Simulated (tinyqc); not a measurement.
Worked calculation: Hueckel theory of the pi electrons with the omega technique, for the molecule Nc1cc[cH-]c1 (SMILES; centres numbered as the heavy atoms are written). Computed by tinyqc, a small Python program that keeps every step. Settings: charge = -1, omega = 1.0, damping = 0.7. Command: `OMP_NUM_THREADS=1 python tinyqc.py 22606 22607 out.jsonl` (the two numbers bound the seeds that draw the settings). One thread of a shared host (Intel(R) Xeon(R) Processor @ 2.60GHz), about 0.01 s of CPU time with the checks.

## The Hueckel matrix

Centres:
```
centre  z_r, pi electrons of the neutral centre         h
1N                                            2  1.350000
2C                                            1  0.000000
3C                                            1  0.000000
4C                                            1  0.000000
5C                                            1  0.000000
6C                                            1  0.000000
```

Bonds:
```
i  j         k
1  2  0.750000
2  3         1
3  4         1
4  5         1
5  6         1
6  2         1
```

H_rr = alpha + h_r beta, H_rs = k_rs beta for bonded centres.

Hueckel matrix in units of beta (H = alpha + beta A), order 1N, 2C, 3C, 4C, 5C, 6C:
```
[[1.350000, 0.750000, 0.000000, 0.000000, 0.000000, 0.000000],
 [0.750000, 0.000000, 1.000000, 0.000000, 0.000000, 1.000000],
 [0.000000, 1.000000, 0.000000, 1.000000, 0.000000, 0.000000],
 [0.000000, 0.000000, 1.000000, 0.000000, 1.000000, 0.000000],
 [0.000000, 0.000000, 0.000000, 1.000000, 0.000000, 1.000000],
 [0.000000, 1.000000, 0.000000, 0.000000, 1.000000, 0.000000]]
```

## Orbitals, round 1

pi electrons, sum of z_r less the charge = 8

Diagonalise; E = alpha + x beta with beta < 0, so the largest x are filled first; degenerate levels share their electrons. P = sum n_i c_ri c_si; each orbital has its largest coefficient positive (the first on a tie).

x values: [2.179627, 1.472705, 0.618034, 0.392824, -1.618034, -1.695156]

occupations: [2.000000, 2.000000, 2.000000, 2.000000, 0.000000, 0.000000]

coefficients, order 1N, 2C, 3C, 4C, 5C, 6C:
```
[[0.466531, 0.758928, 0.000000, -0.425037, 0.000000, -0.160377],
 [0.516062, 0.124165, 0.000000, 0.542446, 0.000000, 0.651164],
 [0.387463, -0.193169, 0.601501, 0.265932, -0.371748, -0.491771],
 [0.328462, -0.408646, 0.371748, -0.437982, 0.601501, 0.182465],
 [0.328462, -0.408646, -0.371748, -0.437982, -0.601501, 0.182465],
 [0.387463, -0.193169, -0.601501, 0.265932, 0.371748, -0.491771]]
```

charge and bond-order matrix P, order 1N, 2C, 3C, 4C, 5C, 6C:
```
[[1.948558, 0.208864, -0.157738, 0.058526, 0.058526, -0.157738],
 [0.208864, 1.151971, 0.640447, -0.237629, -0.237629, 0.640447],
 [-0.157738, 0.640447, 1.239929, 0.626675, -0.267752, -0.207284],
 [0.058526, -0.237629, 0.626675, 1.209806, 0.657020, -0.267752],
 [0.058526, -0.237629, -0.267752, 0.657020, 1.209806, 0.626675],
 [-0.157738, 0.640447, -0.207284, -0.267752, 0.626675, 1.239929]]
```

## Omega technique, round 1

h_r = h_r(0) + omega q_r, omega = 1, with q_r = z_r - P_rr; 0.7 of the old diagonal is kept.

matrix after round 1, order 1N, 2C, 3C, 4C, 5C, 6C:
```
[[1.365432, 0.750000, 0.000000, 0.000000, 0.000000, 0.000000],
 [0.750000, -0.045591, 1.000000, 0.000000, 0.000000, 1.000000],
 [0.000000, 1.000000, -0.071979, 1.000000, 0.000000, 0.000000],
 [0.000000, 0.000000, 1.000000, -0.062942, 1.000000, 0.000000],
 [0.000000, 0.000000, 0.000000, 1.000000, -0.062942, 1.000000],
 [0.000000, 1.000000, 0.000000, 0.000000, 1.000000, -0.071979]]
```

## Orbitals, round 2

As before.

x values: [2.137094, 1.453655, 0.548560, 0.347392, -1.683481, -1.753220]

occupations: [2.000000, 2.000000, 2.000000, 2.000000, 0.000000, 0.000000]

coefficients, order 1N, 2C, 3C, 4C, 5C, 6C:
```
[[0.502903, 0.746415, 0.000000, -0.407071, 0.000000, -0.155714],
 [0.517428, 0.087800, 0.000000, 0.552553, 0.000000, 0.647491],
 [0.376102, -0.214088, 0.600827, 0.261224, -0.372837, -0.494445],
 [0.313409, -0.414421, 0.372837, -0.443003, 0.600827, 0.183789],
 [0.313409, -0.414421, -0.372837, -0.443003, -0.600827, 0.183789],
 [0.376102, -0.214088, -0.600827, 0.261224, 0.372837, -0.494445]]
```

charge and bond-order matrix P, order 1N, 2C, 3C, 4C, 5C, 6C:
```
[[1.951506, 0.201647, -0.153984, 0.057237, 0.057237, -0.153984],
 [0.201647, 1.161510, 0.640297, -0.238004, -0.238004, 0.640297],
 [-0.153984, 0.640297, 1.233035, 0.629768, -0.266273, -0.210937],
 [0.057237, -0.238004, 0.629768, 1.210457, 0.654429, -0.266273],
 [0.057237, -0.238004, -0.266273, 0.654429, 1.210457, 0.629768],
 [-0.153984, 0.640297, -0.210937, -0.266273, 0.629768, 1.233035]]
```

## Omega technique, round 2

As before.

matrix after round 2, order 1N, 2C, 3C, 4C, 5C, 6C:
```
[[1.375351, 0.750000, 0.000000, 0.000000, 0.000000, 0.000000],
 [0.750000, -0.080367, 1.000000, 0.000000, 0.000000, 1.000000],
 [0.000000, 1.000000, -0.120296, 1.000000, 0.000000, 0.000000],
 [0.000000, 0.000000, 1.000000, -0.107196, 1.000000, 0.000000],
 [0.000000, 0.000000, 0.000000, 1.000000, -0.107196, 1.000000],
 [0.000000, 1.000000, 0.000000, 0.000000, 1.000000, -0.120296]]
```

## Convergence

Each round sets h_r = h_r(0) + omega (z_r - P_rr), keeping the share named as damping of the old diagonal; repeat until output and input diagonals agree to 1e-6.

Rounds:
```
round   sum n x  largest |h(out) - h(in)|
1      9.326381                  2.40e-01
2      8.973402                  1.61e-01
3      8.726165                  1.09e-01
4      8.552893                  7.45e-02
5      8.431429                  5.11e-02
6      8.346274                  3.53e-02
7      8.286573                  2.46e-02
8      8.244716                  1.72e-02
9      8.215371                  1.20e-02
10     8.194797                  8.37e-03
11     8.180372                  5.84e-03
12     8.170260                  4.07e-03
13     8.163170                  2.84e-03
14     8.158200                  1.99e-03
15     8.154716                  1.39e-03
16     8.152273                  9.73e-04
17     8.150561                  6.81e-04
18     8.149361                  4.76e-04
19     8.148520                  3.33e-04
20     8.147930                  2.33e-04
21     8.147516                  1.63e-04
22     8.147227                  1.14e-04
23     8.147024                  7.94e-05
24     8.146881                  5.55e-05
25     8.146781                  3.88e-05
26     8.146711                  2.71e-05
27     8.146662                  1.89e-05
28     8.146628                  1.32e-05
29     8.146604                  9.23e-06
30     8.146587                  6.45e-06
31     8.146575                  4.50e-06
32     8.146567                  3.15e-06
33     8.146561                  2.20e-06
34     8.146557                  1.54e-06
35     8.146554                  1.07e-06
36     8.146552                  7.49e-07
```

Converged in 36 rounds.

## Energy, charges, bond orders

final x values: [2.045779, 1.398486, 0.396913, 0.232097, -1.832410, -1.890862]

occupations: [2.000000, 2.000000, 2.000000, 2.000000, 0.000000, 0.000000]

final P, order 1N, 2C, 3C, 4C, 5C, 6C:
```
[[1.956824, 0.189055, -0.146272, 0.054565, 0.054565, -0.146272],
 [0.189055, 1.172179, 0.640485, -0.238924, -0.238924, 0.640485],
 [-0.146272, 0.640485, 1.225336, 0.633423, -0.263711, -0.216424],
 [0.054565, -0.238924, 0.633423, 1.210162, 0.651922, -0.263711],
 [0.054565, -0.238924, -0.263711, 0.651922, 1.210162, 0.633423],
 [-0.146272, 0.640485, -0.216424, -0.263711, 0.633423, 1.225336]]
```

E = sum n x; q_r = z_r - P_rr; bond order p = P_rs; free valence = sqrt(3) - sum of p over the bonds of the atom.

pi energy = 8 alpha + this times beta = 8.146552

pi charges: [0.043176, -0.172179, -0.225336, -0.210162, -0.210162, -0.225336]

Bond orders and lengths from R = 1.517 - 0.180 p (angstrom, C-C alone):
```
bond         p         R
1-2   0.189055         -
2-3   0.640485  1.401713
3-4   0.633423  1.402984
4-5   0.651922  1.399654
5-6   0.633423  1.402984
6-2   0.640485  1.401713
```

free valence of the carbons: [0.262025, 0.458143, 0.446706, 0.446706, 0.458143]

gap between the highest filled and the next level = 2.064507 |beta|
